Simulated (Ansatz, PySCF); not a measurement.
Bond stretch in C2H6, SMILES CC. The C1–H8 bond (C1 also carries C, H, H; H8 carries nothing else) is stretched with both fragments frozen at the PBE0/def2-TZVP optimised geometry.

- RCCSD(T) = Ansatz (a quantum-chemistry and plane-wave program) with CCSD(T) on RHF/cc-pVTZ, frozen core
- RKS-B3LYP/3-21G = restricted B3LYP/3-21G (PySCF 2.14.0)
- RKS-M06-2X/6-31G* = restricted M06-2X/6-31G*, spherical d in PySCF
- RHF/LANL2DZ = restricted Hartree-Fock/LANL2DZ (PySCF)

Energies are in kJ/mol, each relative to the lowest point of its own curve near equilibrium.

```json
[
 {"R / Å": "0.82", "RCCSD(T)": "209.4", "RKS-B3LYP/3-21G": "220.5", "RKS-M06-2X/6-31G*": "220.0", "RHF/LANL2DZ": "216.3"},
 {"R / Å": "0.88", "RCCSD(T)": "110.7", "RKS-B3LYP/3-21G": "117.4", "RKS-M06-2X/6-31G*": "116.9", "RHF/LANL2DZ": "112.9"},
 {"R / Å": "0.93", "RCCSD(T)": "57.9", "RKS-B3LYP/3-21G": "62.0", "RKS-M06-2X/6-31G*": "61.4", "RHF/LANL2DZ": "57.8"},
 {"R / Å": "0.99", "RCCSD(T)": "20.2", "RKS-B3LYP/3-21G": "22.2", "RKS-M06-2X/6-31G*": "21.7", "RHF/LANL2DZ": "19.2"},
 {"R / Å": "1.02", "RCCSD(T)": "9.5", "RKS-B3LYP/3-21G": "10.7", "RKS-M06-2X/6-31G*": "10.3", "RHF/LANL2DZ": "8.4"},
 {"R / Å": "1.06", "RCCSD(T)": "1.7", "RKS-B3LYP/3-21G": "2.2", "RKS-M06-2X/6-31G*": "2.0", "RHF/LANL2DZ": "1.1"},
 {"R / Å": "1.09", "RCCSD(T)": "0.0", "RKS-B3LYP/3-21G": "0.0", "RKS-M06-2X/6-31G*": "0.0", "RHF/LANL2DZ": "0.0"},
 {"R / Å": "1.12", "RCCSD(T)": "1.2", "RKS-B3LYP/3-21G": "0.8", "RKS-M06-2X/6-31G*": "1.0", "RHF/LANL2DZ": "1.9"},
 {"R / Å": "1.14", "RCCSD(T)": "3.3", "RKS-B3LYP/3-21G": "2.7", "RKS-M06-2X/6-31G*": "3.1", "RHF/LANL2DZ": "4.7"},
 {"R / Å": "1.19", "RCCSD(T)": "12.6", "RKS-B3LYP/3-21G": "11.5", "RKS-M06-2X/6-31G*": "12.6", "RHF/LANL2DZ": "15.7"},
 {"R / Å": "1.25", "RCCSD(T)": "29.5", "RKS-B3LYP/3-21G": "27.8", "RKS-M06-2X/6-31G*": "29.9", "RHF/LANL2DZ": "35.1"},
 {"R / Å": "1.35", "RCCSD(T)": "66.3", "RKS-B3LYP/3-21G": "63.9", "RKS-M06-2X/6-31G*": "68.1", "RHF/LANL2DZ": "76.7"},
 {"R / Å": "1.47", "RCCSD(T)": "117.3", "RKS-B3LYP/3-21G": "114.6", "RKS-M06-2X/6-31G*": "121.9", "RHF/LANL2DZ": "134.6"},
 {"R / Å": "1.64", "RCCSD(T)": "191.1", "RKS-B3LYP/3-21G": "190.4", "RKS-M06-2X/6-31G*": "201.6", "RHF/LANL2DZ": "220.2"},
 {"R / Å": "1.80", "RCCSD(T)": "254.9", "RKS-B3LYP/3-21G": "259.6", "RKS-M06-2X/6-31G*": "273.8", "RHF/LANL2DZ": "298.3"},
 {"R / Å": "1.96", "RCCSD(T)": "309.9", "RKS-B3LYP/3-21G": "323.4", "RKS-M06-2X/6-31G*": "340.5", "RHF/LANL2DZ": "371.2"},
 {"R / Å": "2.19", "RCCSD(T)": "371.4", "RKS-B3LYP/3-21G": "403.2", "RKS-M06-2X/6-31G*": "425.3", "RHF/LANL2DZ": "465.1"},
 {"R / Å": "2.40", "RCCSD(T)": "—", "RKS-B3LYP/3-21G": "463.8", "RKS-M06-2X/6-31G*": "491.4", "RHF/LANL2DZ": "539.8"},
 {"R / Å": "2.67", "RCCSD(T)": "—", "RKS-B3LYP/3-21G": "526.8", "RKS-M06-2X/6-31G*": "561.9", "RHF/LANL2DZ": "621.8"},
 {"R / Å": "2.96", "RCCSD(T)": "—", "RKS-B3LYP/3-21G": "579.3", "RKS-M06-2X/6-31G*": "622.5", "RHF/LANL2DZ": "694.8"},
 {"R / Å": "3.27", "RCCSD(T)": "—", "RKS-B3LYP/3-21G": "621.9", "RKS-M06-2X/6-31G*": "673.3", "RHF/LANL2DZ": "759.1"},
 {"R / Å": "3.79", "RCCSD(T)": "—", "RKS-B3LYP/3-21G": "669.4", "RKS-M06-2X/6-31G*": "732.4", "RHF/LANL2DZ": "841.6"}
]
```

At the longest distance, 3.79 Å, RHF/LANL2DZ lies highest above its minimum (841.6 kJ/mol) and RKS-B3LYP/3-21G lowest (669.4 kJ/mol).

Dashes: no converged value, or the column stops at the first point that the program doubted or that broke a chosen test of continuity, which isn't proof of a fault.

The T1 diagnostic of CCSD on the restricted reference of RCCSD(T) exceeds 0.045 at 2.67 to 3.79 Å. The restricted form behind RKS-B3LYP/3-21G, RKS-M06-2X/6-31G*, RHF/LANL2DZ keeps the bonding electrons paired and can't separate into open-shell fragments.
